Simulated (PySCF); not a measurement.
# Partial charges of ClH2Si(SH)

Species: ClH2Si(SH), ClH3SSi.
Cartesian coordinates in Å at the PBE0-D3(BJ)/def2-SVP level; atoms count from 1:
```xyz
6
ClH3SSi angstrom
S      1.5377   -0.2219   -0.7225
Si    -0.4767   -0.1885   -0.0288
Cl    -1.2727    1.7199   -0.0128
H      2.0337    0.4259    0.3552
H     -0.5788   -0.7094    1.3601
H     -1.2370   -1.0220   -0.9944
```

Density: PBE0/pcSseg-1 (PySCF); schemes: Mulliken, IAO, Hirshfeld and ESP-fitted. Isolated species at its PBE0-D3(BJ)/def2-SVP geometry (one conformer only).

Task: Which atoms carry the highest charge in the Mulliken, IAO, Hirshfeld and ESP-fitted schemes?

Result: All schemes agree: Mulliken Si2 (+0.592); IAO Si2 (+0.706); Hirshfeld Si2 (+0.319); ESP-fitted Si2 (+0.247).

Task: Do the Mulliken, IAO, Hirshfeld and ESP-fitted schemes agree on where the charge is lowest?

Result: The schemes don't all agree: Mulliken S1 (-0.344); IAO Cl3 (-0.317); Hirshfeld Cl3 (-0.140); ESP-fitted S1 (-0.301).

Task: What partial charge does each atom carry?

Result: In e:

```tsv
atom	environment	Mulliken	IAO	Hirshfeld	ESP-fitted
S1	sulfur bonded to Si and H	-0.344	-0.286	-0.117	-0.301
Si2	chlorine-bound silicon	+0.592	+0.706	+0.319	+0.247
Cl3	silicon-bound chlorine	-0.319	-0.317	-0.140	-0.176
H4	S–H hydrogen	+0.166	+0.111	+0.066	+0.221
H5	Si–H hydrogen	-0.048	-0.113	-0.066	-0.023
H6	Si–H hydrogen	-0.047	-0.102	-0.062	+0.032
```

Mean size of the charges over all atoms: IAO 0.272 e, Mulliken 0.253 e, ESP-fitted 0.167 e, Hirshfeld 0.129 e. Each set sums to the total charge, 0, to within 0.001 e. The IAO scheme counts the electrons in orthogonalised intrinsic atomic orbitals, a minimal basis polarised so that it spans the occupied orbitals exactly. The ESP scheme is a least-squares fit of atom-centred charges to the potential on four shells outside the van der Waals surface, with the total charge fixed.

Task: Sum the charges by element, for elements with more than one atom.

Result: 
```tsv
element	atoms	Mulliken	IAO	Hirshfeld	ESP-fitted
H	3	+0.072	-0.104	-0.061	+0.230
```

Task: How many electrons does the Hirshfeld scheme count on Si2?

Result: Z − q = 14 − (+0.319) = 13.681.

Task: How closely do the schemes follow one another over all atoms?

Result: Correlation coefficient and root-mean-square difference: IAO with Hirshfeld 1.00, 0.189 e; Mulliken with IAO 0.98, 0.067 e; Mulliken with Hirshfeld 0.98, 0.167 e; Mulliken with ESP-fitted 0.91, 0.159 e; IAO with ESP-fitted 0.83, 0.212 e; Hirshfeld with ESP-fitted 0.82, 0.112 e.

The run behind these numbers computed NMR shieldings as well. The run took 6.8 s of wall time (grids of density and orbitals included) on one thread of an Arm Neoverse V1, shared host, and the process peaked at 0.37 GiB of memory.
